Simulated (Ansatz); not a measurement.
Ansatz (a quantum-chemistry and plane-wave program) input (B3LYP-D3(BJ)/def2-TZVP):

Ansatz 0.2 input:
```yaml
crystal:
  periodic: [false, false, false]
  atoms:
    - {symbol: C, position_ang: [0.22577584, 0.13547594, 1.40749977]}
    - {symbol: C, position_ang: [0.00742734, 0.07963315, 0.04508769]}
    - {symbol: H, position_ang: [0.38119463, 1.08236846, 1.90771855]}
    - {symbol: H, position_ang: [0.24731876, -0.75949738, 2.01389750]}
    - {symbol: C, position_ang: [-0.02844852, 1.23028516, -0.72802239]}
    - {symbol: H, position_ang: [0.12134138, 2.20489305, -0.28305230]}
    - {symbol: H, position_ang: [-0.20684708, 1.18897693, -1.79400529]}
    - {symbol: C, position_ang: [-0.18199788, -1.26143177, -0.62813139]}
    - {symbol: H, position_ang: [-0.36837223, -2.04988441, 0.10038942]}
    - {symbol: H, position_ang: [-1.02040204, -1.23565840, -1.32585567]}
    - {symbol: H, position_ang: [0.70922577, -1.53497315, -1.19769435]}
basis:
  gaussian:
    orbitals: def2-TZVP
hamiltonian:
  xc: b3lyp
  dispersion: d3bj
magnetization: {spin_polarized: true, initial_magnetization: 1}
phonons: {temperatures: {t_min: 298.15, t_max: 298.15, t_step: 100}}
```

Output:

```
Functional definition: B3LYP
integrals: 0.07 GiB planned
1028 factors; their error is unknown
mean field: 0.87 GiB planned
mean field evaluation 1: about -4252.3421 eV, gradient 4.5e1 eV
mean field evaluation 2: about -4247.4326 eV, gradient 5.3e1 eV
mean field evaluation 4: about -4262.3913 eV, gradient 3.6e0 eV
mean field evaluation 8: about -4262.4423 eV, gradient 1.5e-1 eV
mean field evaluation 16: about -4262.4247 eV, gradient 1.7e-4 eV
mean field -4262.42466735 eV, -156.6412173500 hartree, gradient 8.2e-5 eV, S^2 0.778097; 0 other end points of the search recorded, 0 dependent functions left out
the calculation of the forces begins
reference -4262.42492769 eV, -156.6412269171 hartree; 16, 15 occupied and 150, 151 virtual orbitals, 1028 factors
these checks for a lower state are left out or cut short: stability, starts, cluster_reference, orbital_swaps, neighbouring_geometries, increment
integrals: 0.07 GiB planned
1028 factors; their error is unknown
mean field: 0.87 GiB planned
mean field -4262.42464301 eV, -156.6412164556 hartree, gradient 1.3e-6 eV, S^2 0.778128; 0 other end points of the search recorded, 0 dependent functions left out
the calculation of the forces begins
reference -4262.42490334 eV, -156.6412260224 hartree; 16, 15 occupied and 150, 151 virtual orbitals, 1028 factors
these checks for a lower state are left out or cut short: stability, starts, cluster_reference, orbital_swaps, neighbouring_geometries, increment
integrals: 0.07 GiB planned
1028 factors; their error is unknown
mean field: 0.87 GiB planned
mean field evaluation 32: about -4262.4246 eV, gradient 1.3e-6 eV
mean field -4262.42463194 eV, -156.6412160487 hartree, gradient 1.3e-6 eV, S^2 0.778068; 0 other end points of the search recorded, 0 dependent functions left out
the calculation of the forces begins
reference -4262.42489229 eV, -156.6412256163 hartree; 16, 15 occupied and 150, 151 virtual orbitals, 1028 factors
these checks for a lower state are left out or cut short: stability, starts, cluster_reference, orbital_swaps, neighbouring_geometries, increment
integrals: 0.07 GiB planned
1028 factors; their error is unknown
mean field: 0.87 GiB planned
mean field -4262.42448204 eV, -156.6412105400 hartree, gradient 1.3e-6 eV, S^2 0.778099; 0 other end points of the search recorded, 0 dependent functions left out
the calculation of the forces begins
reference -4262.42474238 eV, -156.6412201072 hartree; 16, 15 occupied and 150, 151 virtual orbitals, 1028 factors
these checks for a lower state are left out or cut short: stability, starts, cluster_reference, orbital_swaps, neighbouring_geometries, increment
integrals: 0.07 GiB planned
1028 factors; their error is unknown
mean field: 0.87 GiB planned
mean field -4262.42445843 eV, -156.6412096723 hartree, gradient 1.3e-6 eV, S^2 0.778096; 0 other end points of the search recorded, 0 dependent functions left out
the calculation of the forces begins
reference -4262.42471877 eV, -156.6412192394 hartree; 16, 15 occupied and 150, 151 virtual orbitals, 1028 factors
these checks for a lower state are left out or cut short: stability, starts, cluster_reference, orbital_swaps, neighbouring_geometries, increment
integrals: 0.07 GiB planned
1028 factors; their error is unknown
mean field: 0.87 GiB planned
mean field -4262.42452299 eV, -156.6412120449 hartree, gradient 1.3e-6 eV, S^2 0.778275; 0 other end points of the search recorded, 0 dependent functions left out
the calculation of the forces begins
reference -4262.42478329 eV, -156.6412216105 hartree; 16, 15 occupied and 150, 151 virtual orbitals, 1028 factors
these checks for a lower state are left out or cut short: stability, starts, cluster_reference, orbital_swaps, neighbouring_geometries, increment
integrals: 0.07 GiB planned
[...]
mean field evaluation 384: about -4262.4498 eV, gradient 2.9e-4 eV
mean field -4262.42460719 eV, -156.6412151392 hartree, gradient 1.3e-6 eV, S^2 0.778097; 0 other end points of the search recorded, 0 dependent functions left out
the calculation of the forces begins
reference -4262.42486755 eV, -156.6412247073 hartree; 16, 15 occupied and 150, 151 virtual orbitals, 1028 factors
these checks for a lower state are left out or cut short: stability, starts, cluster_reference, orbital_swaps, neighbouring_geometries, increment
integrals: 0.07 GiB planned
1028 factors; their error is unknown
mean field: 0.87 GiB planned
mean field -4262.42461580 eV, -156.6412154555 hartree, gradient 1.3e-6 eV, S^2 0.778098; 0 other end points of the search recorded, 0 dependent functions left out
the calculation of the forces begins
reference -4262.42487611 eV, -156.6412250217 hartree; 16, 15 occupied and 150, 151 virtual orbitals, 1028 factors
these checks for a lower state are left out or cut short: stability, starts, cluster_reference, orbital_swaps, neighbouring_geometries, increment
integrals: 0.07 GiB planned
1028 factors; their error is unknown
mean field: 0.87 GiB planned
mean field -4262.42458745 eV, -156.6412144137 hartree, gradient 1.3e-6 eV, S^2 0.778096; 0 other end points of the search recorded, 0 dependent functions left out
the calculation of the forces begins
reference -4262.42484774 eV, -156.6412239790 hartree; 16, 15 occupied and 150, 151 virtual orbitals, 1028 factors
these checks for a lower state are left out or cut short: stability, starts, cluster_reference, orbital_swaps, neighbouring_geometries, increment
integrals: 0.07 GiB planned
1028 factors; their error is unknown
mean field: 0.87 GiB planned
mean field -4262.42461507 eV, -156.6412154285 hartree, gradient 1.3e-6 eV, S^2 0.778099; 0 other end points of the search recorded, 0 dependent functions left out
the calculation of the forces begins
reference -4262.42487545 eV, -156.6412249974 hartree; 16, 15 occupied and 150, 151 virtual orbitals, 1028 factors
these checks for a lower state are left out or cut short: stability, starts, cluster_reference, orbital_swaps, neighbouring_geometries, increment
integrals: 0.07 GiB planned
1028 factors; their error is unknown
mean field: 0.87 GiB planned
mean field evaluation 416: about -4262.4246 eV, gradient 7.7e-7 eV
mean field -4262.42462746 eV, -156.6412158841 hartree, gradient 1.3e-6 eV, S^2 0.778095; 0 other end points of the search recorded, 0 dependent functions left out
the calculation of the forces begins
reference -4262.42488779 eV, -156.6412254511 hartree; 16, 15 occupied and 150, 151 virtual orbitals, 1028 factors
these checks for a lower state are left out or cut short: stability, starts, cluster_reference, orbital_swaps, neighbouring_geometries, increment
integrals: 0.07 GiB planned
1028 factors; their error is unknown
mean field: 0.87 GiB planned
mean field -4262.42467607 eV, -156.6412176704 hartree, gradient 1.3e-6 eV, S^2 0.778100; 0 other end points of the search recorded, 0 dependent functions left out
the calculation of the forces begins
reference -4262.42493641 eV, -156.6412272378 hartree; 16, 15 occupied and 150, 151 virtual orbitals, 1028 factors
these checks for a lower state are left out or cut short: stability, starts, cluster_reference, orbital_swaps, neighbouring_geometries, increment
integrals: 0.07 GiB planned
1028 factors; their error is unknown
mean field: 0.87 GiB planned
mean field -4262.42459991 eV, -156.6412148714 hartree, gradient 1.3e-6 eV, S^2 0.778094; 0 other end points of the search recorded, 0 dependent functions left out
the calculation of the forces begins
reference -4262.42486020 eV, -156.6412244370 hartree; 16, 15 occupied and 150, 151 virtual orbitals, 1028 factors
these checks for a lower state are left out or cut short: stability, starts, cluster_reference, orbital_swaps, neighbouring_geometries, increment
integrals: 0.07 GiB planned
1028 factors; their error is unknown
mean field: 0.87 GiB planned
mean field -4262.42463532 eV, -156.6412161729 hartree, gradient 1.3e-6 eV, S^2 0.778101; 0 other end points of the search recorded, 0 dependent functions left out
the calculation of the forces begins
reference -4262.42489570 eV, -156.6412257415 hartree; 16, 15 occupied and 150, 151 virtual orbitals, 1028 factors
these checks for a lower state are left out or cut short: stability, starts, cluster_reference, orbital_swaps, neighbouring_geometries, increment
integrals: 0.07 GiB planned
1028 factors; their error is unknown
mean field: 0.87 GiB planned
mean field -4262.42460393 eV, -156.6412150194 hartree, gradient 1.3e-6 eV, S^2 0.778100; 0 other end points of the search recorded, 0 dependent functions left out
the calculation of the forces begins
reference -4262.42486432 eV, -156.6412245884 hartree; 16, 15 occupied and 150, 151 virtual orbitals, 1028 factors
these checks for a lower state are left out or cut short: stability, starts, cluster_reference, orbital_swaps, neighbouring_geometries, increment
integrals: 0.07 GiB planned
1028 factors; their error is unknown
mean field: 0.87 GiB planned
mean field evaluation 448: about -4262.4242 eV, gradient 3.5e-1 eV
mean field -4262.42458547 eV, -156.6412143409 hartree, gradient 1.3e-6 eV, S^2 0.778094; 0 other end points of the search recorded, 0 dependent functions left out
the calculation of the forces begins
reference -4262.42484576 eV, -156.6412239063 hartree; 16, 15 occupied and 150, 151 virtual orbitals, 1028 factors
these checks for a lower state are left out or cut short: stability, starts, cluster_reference, orbital_swaps, neighbouring_geometries, increment
integrals: 0.07 GiB planned
1028 factors; their error is unknown
mean field: 0.87 GiB planned
mean field -4262.42461933 eV, -156.6412155853 hartree, gradient 1.3e-6 eV, S^2 0.778092; 0 other end points of the search recorded, 0 dependent functions left out
the calculation of the forces begins
reference -4262.42487963 eV, -156.6412251511 hartree; 16, 15 occupied and 150, 151 virtual orbitals, 1028 factors
these checks for a lower state are left out or cut short: stability, starts, cluster_reference, orbital_swaps, neighbouring_geometries, increment
integrals: 0.07 GiB planned
1028 factors; their error is unknown
mean field: 0.86 GiB planned
mean field -4262.42467550 eV, -156.6412176495 hartree, gradient 1.3e-6 eV, S^2 0.778103; 0 other end points of the search recorded, 0 dependent functions left out
the calculation of the forces begins
reference -4262.42493587 eV, -156.6412272180 hartree; 16, 15 occupied and 150, 151 virtual orbitals, 1028 factors
these checks for a lower state are left out or cut short: stability, starts, cluster_reference, orbital_swaps, neighbouring_geometries, increment
integrals: 0.07 GiB planned
1028 factors; their error is unknown
mean field: 0.87 GiB planned
mean field -4262.42461118 eV, -156.6412152859 hartree, gradient 1.3e-6 eV, S^2 0.778093; 0 other end points of the search recorded, 0 dependent functions left out
the calculation of the forces begins
reference -4262.42487148 eV, -156.6412248516 hartree; 16, 15 occupied and 150, 151 virtual orbitals, 1028 factors
these checks for a lower state are left out or cut short: stability, starts, cluster_reference, orbital_swaps, neighbouring_geometries, increment
integrals: 0.07 GiB planned
1028 factors; their error is unknown
mean field: 0.87 GiB planned
mean field evaluation 480: about -4262.4246 eV, gradient 1.3e-6 eV
mean field -4262.42464901 eV, -156.6412166761 hartree, gradient 1.3e-6 eV, S^2 0.778102; 0 other end points of the search recorded, 0 dependent functions left out
the calculation of the forces begins
reference -4262.42490939 eV, -156.6412262446 hartree; 16, 15 occupied and 150, 151 virtual orbitals, 1028 factors
WARN: phonons: modes at or below zero, which the zero-point energy, F, S and C_V leave out: 1, the lowest at -6.18 cm⁻¹ …
Total energy: -4262.75989060 eV, -156.6535365770 hartree
Atom 0 at     0.225776     0.135476     1.407500 Å, force    -0.000932     0.000308     0.000299 eV/Å
Atom 1 at     0.007427     0.079633     0.045088 Å, force     0.001600     0.000380     0.000108 eV/Å
Atom 2 at     0.381195     1.082368     1.907719 Å, force     0.000105    -0.000660     0.000011 eV/Å
Atom 3 at     0.247319    -0.759497     2.013898 Å, force     0.000353     0.000518    -0.000271 eV/Å
Atom 4 at    -0.028449     1.230285    -0.728022 Å, force    -0.000652    -0.000050     0.000123 eV/Å
Atom 5 at     0.121341     2.204893    -0.283052 Å, force     0.000056    -0.000065    -0.000054 eV/Å
Atom 6 at    -0.206847     1.188977    -1.794005 Å, force     0.000170     0.000023     0.000017 eV/Å
Atom 7 at    -0.181998    -1.261432    -0.628131 Å, force    -0.000277    -0.000252    -0.000013 eV/Å
Atom 8 at    -0.368372    -2.049884     0.100389 Å, force    -0.000460     0.000073    -0.000208 eV/Å
Atom 9 at    -1.020402    -1.235658    -1.325856 Å, force    -0.000098    -0.000472     0.000081 eV/Å
Atom 10 at     0.709226    -1.534973    -1.197694 Å, force     0.000135     0.000197    -0.000093 eV/Å
Dipole moment:    -0.003638    -0.056799    -0.036111 e Å
Vibrations: -6.18 409.99 437.18 482.08 535.10 561.49 774.64 810.76 852.74 975.81 1025.03 1051.61 1060.43 1337.56 1379.11 1417.51 1485.50 1491.32 1501.65 1536.23 3036.87 3089.03 3112.91 3143.32 3150.50 3236.87 3238.90 cm⁻¹, zero-point energy 2.549993 eV
```

It need not be the lowest isomer of its formula.
